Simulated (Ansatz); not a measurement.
Reaction (hydrogenolysis of a C–F bond): `C=CC(F)Cl` + H₂ → `C=CCCl` + H–F

Isolated molecules relaxed with PBE0-D4/def2-TZVP in Ansatz; ΔE leaves out vibrations. CCSD(T)/CBS is the MP2 limit (def2-TZVPP, def2-QZVPP) plus CCSD(T) − MP2 in def2-TZVPP, frozen cores. This one scheme is used for every species. DFT in def2-TZVPP. One conformer a species, not always the lowest.

`C=CC(F)Cl`:

```xyz
9

C     0.380    1.191   -0.673
C     0.037    0.452    0.369
C    -0.136   -1.022    0.310
F     0.105   -1.513   -0.930
Cl   -1.807   -1.459    0.786
H     0.549    0.749   -1.647
H     0.498    2.263   -0.578
H    -0.137    0.889    1.347
H     0.510   -1.549    1.017
```

H₂:

Cartesian coordinates in Å:
```
H -0.029 0.142 0.344
H 0.029 -0.142 -0.344
```

`C=CCCl`:

Cartesian coordinates in Å:
```
C 1.340 -0.430 -0.188
C 0.289 0.364 -0.318
C -1.067 0.012 0.170
Cl -1.637 1.195 1.394
H 2.313 -0.150 -0.573
H 1.265 -1.392 0.310
H 0.385 1.330 -0.807
H -1.083 -0.969 0.643
H -1.806 0.039 -0.631
```

H–F:

```xyz
2

F    -0.274   -0.365   -0.058
H     0.274    0.365    0.058
```

| species | revPBE energy (Eh) |
| --- | --- |
| `C=CC(F)Cl` | -676.69010 |
| H₂ | -1.17659 |
| `C=CCCl` | -577.44251 |
| H–F | -100.45745 |

Work out ΔE.

ΔE = (-577.44251) + (-100.45745) − (-676.69010) − (-1.17659) = -0.03327 Eh = -20.9 kcal/mol. CCSD(T)/CBS gives -23.8 kcal/mol.

Largest T1 diagnostic among the species: 0.011.

At CCSD(T), def2-SVP lies +4.9 kcal/mol from the extrapolated value and def2-TZVPP +1.0 kcal/mol. Leaving LDA and LC-ωPBE aside and taking each functional with its dispersion term where it has one, the values, not all of them listed here, spread over 4.6 kcal/mol, from PBE-QIDH to BLYP-D4. LDA lies +1.8 kcal/mol from PBE without D4.
